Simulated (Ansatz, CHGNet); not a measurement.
For wurtzite CdS, the machine-learned potential CHGNet-r²SCAN (trained on r²SCAN data) gives:

| Quantity | Result |
|---|---|
| lattice constant a | 4.135 Å |
| c axis length | 6.900 Å |

What does HSE06 (Ansatz, a first-principles code, plane waves, PAW) give for the same quantities?


- lattice constant a: 4.169 Å (goes up by 0.8 %)
- lattice parameter c: 6.775 Å (drops by 1.8 %)

For comparison: lattice constant a 4.136 Å (measured, temperature not stated, no zero-point or thermal correction; as tabulated in Biswas et al. (2022), arXiv:2106.08875); lattice parameter c 6.714 Å (measured, temperature not stated, no zero-point or thermal correction; as tabulated in Biswas et al. (2022), arXiv:2106.08875).

Changes are worked out from the printed values.

Unless a cell is named, each level is at its own relaxed cell (CHGNet-r²SCAN 25.54, HSE06 25.50 Å³/atom).

Ansatz's density-functional and Hartree–Fock values are scalar-relativistic unless marked +SOC, with PAW data made under PBE.
